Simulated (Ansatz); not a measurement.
The input, for Ansatz 0.2.0:

```yaml
crystal:
  periodic: [false, false, false]
  atoms:
    - {symbol: O, position_ang: [-0.000007, -0.287198, 0.960799]}
    - {symbol: N, position_ang: [0.000023, -0.154683, -0.364392]}
    - {symbol: Si, position_ang: [-0.000004, -0.166852, -1.918552]}
    - {symbol: H, position_ang: [-0.000012, 0.608733, 1.322146]}
basis:
  gaussian: {orbitals: cc-pVDZ}
total_charge: 1
magnetization: {spin_polarized: false, initial_magnetization: 1}
correlation: {method: ccsd_t, electrons: outside_noble_gas}
output: {forces: true}
```

```sh
$ ansatz run in.yaml --threads 1 --pin off --events-out ev --progress --plain --max-ram 4096MiB --backend cpu
```

Log:

```
496 factors; integrals over basis functions are off by at most 1.2e-3 eV
mean field evaluation 1: about -11371.0756 eV, gradient 6.4e1 eV
mean field evaluation 2: about -11371.1974 eV, gradient 6.4e1 eV
mean field evaluation 4: about -11384.8381 eV, gradient 1.7e1 eV
mean field evaluation 8: about -11385.9559 eV, gradient 1.3e0 eV
mean field evaluation 16: about -11386.0037 eV, gradient 1.2e-6 eV
mean field evaluation 32: about -11385.9311 eV, gradient 1.4e0 eV
mean field evaluation 64: about -11386.0036 eV, gradient 1.0e-1 eV
mean field evaluation 96: about -11385.4137 eV, gradient 2.5e-1 eV
mean field evaluation 128: about -11383.4096 eV, gradient 1.5e-2 eV
mean field evaluation 160: about -11372.7236 eV, gradient 4.2e1 eV
...
cycle   3  -11.65487576 eV  change   -1.1e-3 eV  update   1.4e-3
cycle   4  -11.65511337 eV  change   -2.4e-4 eV  update   4.5e-4
cycle   5  -11.65616015 eV  change   -1.0e-3 eV  update   1.8e-4
cycle   6  -11.65646267 eV  change   -3.0e-4 eV  update   6.0e-5
cycle   7  -11.65651076 eV  change   -4.8e-5 eV  update   2.0e-5
cycle   8  -11.65650346 eV  change    7.3e-6 eV  update   9.4e-6
cycle   9  -11.65649655 eV  change    6.9e-6 eV  update   2.3e-6
cycle  10  -11.65649817 eV  change   -1.6e-6 eV  update   1.0e-6
cycle  11  -11.65649925 eV  change   -1.1e-6 eV  update   4.8e-7
cycle  12  -11.65649917 eV  change    7.7e-8 eV  update   1.9e-7
perturbative correction -0.40526714 eV, -0.0148932926 hartree
the calculation of the forces begins
Total energy: -11398.06545914 eV, -418.8711797370 hartree
Atom 0 at    -0.000007    -0.287198     0.960799 Å, force     0.000075    -0.873185    -2.736789 eV/Å
Atom 1 at     0.000023    -0.154683    -0.364392 Å, force    -0.000005    -0.098064     7.606010 eV/Å
Atom 2 at    -0.000004    -0.166852    -1.918552 Å, force    -0.000071    -0.094437    -5.339876 eV/Å
Atom 3 at    -0.000012     0.608733     1.322146 Å, force     0.000001     1.065686     0.470656 eV/Å
Dipole moment:    -0.000008     0.321351    -0.102783 e Å
```

Forces (eV/Å):
```
O    0.000 -0.873 -2.737
N    0.000 -0.098  7.606
Si   0.000 -0.094 -5.340
H    0.000  1.066  0.471
```

For the same geometry and basis UCCSDT(Q) lies 80.9 meV lower.

Ran on 1 thread of AMD EPYC 7R13, shared host: 10 s wall, 0.22 GiB peak host memory.
